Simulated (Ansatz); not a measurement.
Molecule: C3H3 (charge -1, singlet). SMILES: C#C[CH2-]

Atoms: C1, C2, C3, H4, H5, H6. Bonds: C1-C2, C1-C3, C2-H4, C3-H5, C3-H6.

Bond lengths (Å) and angles (degrees) optimised at B3LYP/LANL2DZ with Ansatz (an electronic-structure program); B3LYP/6-31G* with Ansatz; MP2/6-31G* with Ansatz, each started from the B3LYP-D3(BJ)/def2-TZVP structure (Ansatz) of the last column. A row stands for all coordinates that are equal there; 7 of 8 kinds are shown. 6-31G* holds six Cartesian d functions. No wavenumbers were computed at B3LYP/LANL2DZ, MP2/6-31G*, so these may be saddle points.

```tsv
coordinate	B3LYP/LANL2DZ	B3LYP/6-31G*	MP2/6-31G*	B3LYP-D3(BJ)/def2-TZVP
C1-C2	1.299	1.286	1.283	1.275
C1-C3	1.375	1.351	1.359	1.349
C2-H4	1.099	1.102	1.093	1.092
C3-H5	1.092	1.093	1.089	1.087
C2-C1-C3	174.3	173.4	172.4	174.0
C1-C2-H4	124.4	119.0	123.8	121.1
C1-C3-H5	121.6	122.3	122.0	121.8
```

Mean signed difference of all 5 bond lengths from B3LYP-D3(BJ)/def2-TZVP: B3LYP/LANL2DZ 0.013 Å, B3LYP/6-31G* 0.007 Å, MP2/6-31G* 0.004 Å.
